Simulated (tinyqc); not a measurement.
Worked calculation: Hueckel theory of the pi electrons, for the molecule [CH2]C=C (SMILES; centres numbered as the heavy atoms are written). One step of it, computed by the program tinyqc.

Task: Orbitals. Diagonalise; E = alpha + x beta with beta < 0, so the largest x are filled first; degenerate levels share their electrons. P = sum n_i c_ri c_si; each orbital has its largest coefficient positive (the first on a tie).

Hueckel matrix in units of beta (H = alpha + beta A), order 1C, 2C, 3C:
```
[[0.000000, 1.000000, 0.000000],
 [1.000000, 0.000000, 1.000000],
 [0.000000, 1.000000, 0.000000]]
```

pi electrons, sum of z_r less the charge = 3

Give: x values; occupations; coefficients; charge and bond-order matrix P.

Result:

x values: [1.414, 0.000, -1.414]

occupations: [2.000, 1.000, 0.000]

coefficients, order 1C, 2C, 3C:
```
[[0.500, 0.707, -0.500],
 [0.707, 0.000, 0.707],
 [0.500, -0.707, -0.500]]
```

charge and bond-order matrix P, order 1C, 2C, 3C:
```
[[1.000, 0.707, 0.000],
 [0.707, 1.000, 0.707],
 [0.000, 0.707, 1.000]]
```
